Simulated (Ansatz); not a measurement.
# AlClH3N: the cost of one run

Method: UKS revPBE-D4/def2-SVP, in Ansatz 0.2.0.

## (1) The structure to begin with

Bond lengths: Al1–N3 1.711 Å, Al1–Cl5 2.029 Å, N3–H6 1.009 Å. Angles: Al1–N3–H6 147.6°, N3–Al1–Cl5 162.6°.

As a file:

```xyz
6

Al    0.2196    0.5048    0.5770
H     1.2496   -0.6397   -0.7018
N    -0.9151   -0.3324   -0.3915
H     0.2802   -0.7485   -0.8452
Cl    1.0505    1.7225    1.9709
H    -1.8849   -0.5066   -0.6094
```

## (2) Run 1

150 steps of 0.5 fs at constant energy, with velocities drawn for 1000 K.

Input file input.yaml:

```yaml
crystal:
  periodic: [false, false, false]
  atoms:
    - { symbol: Al, position_ang: [0.2196, 0.5048, 0.577] }
    - { symbol: H, position_ang: [1.2496, -0.6397, -0.7018] }
    - { symbol: "N", position_ang: [-0.9151, -0.3324, -0.3915] }
    - { symbol: H, position_ang: [0.2802, -0.7485, -0.8452] }
    - { symbol: Cl, position_ang: [1.0505, 1.7225, 1.9709] }
    - { symbol: H, position_ang: [-1.8849, -0.5066, -0.6094] }
magnetization:
  spin_polarized: true
basis:
  gaussian: { orbitals: def2-SVP }
hamiltonian:
  xc: revpbe
  dispersion: d4
md:
  timestep: 0.5
  n_steps: 150
  ensemble: nve
  temperature: 1000.0
  initial_velocities: maxwell_boltzmann
  seed: 641642
```

Run with:

```
$ ansatz run input.yaml --threads 1 --pin off --max-ram 2048MiB --backend cpu --events-out ev --progress --plain --runs-dir out
```

**Question.** How long does this run take on 1 thread of Intel Xeon Platinum 8488C (Sapphire Rapids), shared host, and how much memory does it need?

About 3.7 min, with a peak of 0.14 GiB.
